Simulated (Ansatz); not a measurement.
Cubic perovskite CsSnBr3, treated with LDA (Ansatz, a first-principles code, PAW).

Numerical settings: plane-wave cutoff 520 eV, 6×6×6 k mesh, Fermi–Dirac smearing 0.01 eV, scalar-relativistic PAW data made under PBE.

Cell (relaxed at this level):

```yaml
crystal:
  lattice:
    - [5.66487, 0.00000, 0.00000]
    - [0.00000, 5.66487, 0.00000]
    - [0.00000, 0.00000, 5.66487]
  atoms:
    - { symbol: Cs, position: [0.00000, 0.00000, 0.00000] }
    - { symbol: Sn, position: [0.50000, 0.50000, 0.50000] }
    - { symbol: Br, position: [0.50000, 0.00000, 0.50000] }
    - { symbol: Br, position: [0.00000, 0.50000, 0.50000] }
    - { symbol: Br, position: [0.50000, 0.50000, 0.00000] }
```

### Question
What does this level give for the bulk modulus B0?

### Answer

- bulk modulus B0: 25.7 GPa

The run finds no gap.

Note: the relaxation could not lower the start's symmetry, so the cell can be a saddle point above a distorted one.

Spin–orbit coupling is not included; it can open a gap where bands touch, and shift volumes and moduli.
